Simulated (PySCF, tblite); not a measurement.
Isomers of C2HFN2O, one GFN2-xTB conformer each. Single-point energies are computed at PBE0/pcSseg-1 (PySCF, gas phase, no added dispersion term), electronic only.

| SMILES | GFN2-xTB relative energy (kJ/mol) |
| --- | --- |
| Fc1nnco1 | 0.0 |
| Fc1conn1 | 121.9 |

What does PBE0/pcSseg-1 give for the same structures?

| SMILES | PBE0/pcSseg-1 E (Eh) | PBE0/pcSseg-1 (kJ/mol) | GFN2-xTB (kJ/mol) | point group |
| --- | --- | --- | --- | --- |
| Fc1nnco1 | -360.91250 | 0.0 | 0.0 | Cs |
| Fc1conn1 | -360.87420 | 100.6 | 121.9 | Cs |

Both levels put the same isomer lowest. As drawn, the higher has an N–O linkage, which the lower lacks.

Which frontier levels, dipoles and rotational constants go with these structures?

```json
{"SMILES": "Fc1nnco1", "HOMO (eV, PBE0/pcSseg-1)": "-8.55", "LUMO (eV)": "-0.75", "dipole (D)": "3.10", "A, B, C (MHz)": "10360, 3945, 2857"}
{"SMILES": "Fc1conn1", "HOMO (eV, PBE0/pcSseg-1)": "-8.40", "LUMO (eV)": "-1.58", "dipole (D)": "3.06", "A, B, C (MHz)": "10148, 3715, 2720"}
```

What happens when harmonic zero-point energies from GFN2-xTB frequencies are added?

| SMILES | ZPE (kJ/mol) | electronic (kJ/mol) | with ZPE (kJ/mol) |
| --- | --- | --- | --- |
| Fc1nnco1 | 98.6 | 0.0 | 0.0 |
| Fc1conn1 | 96.6 | 100.6 | 98.6 |

The zero-point energies span 2.0 kJ/mol. The order is unchanged.
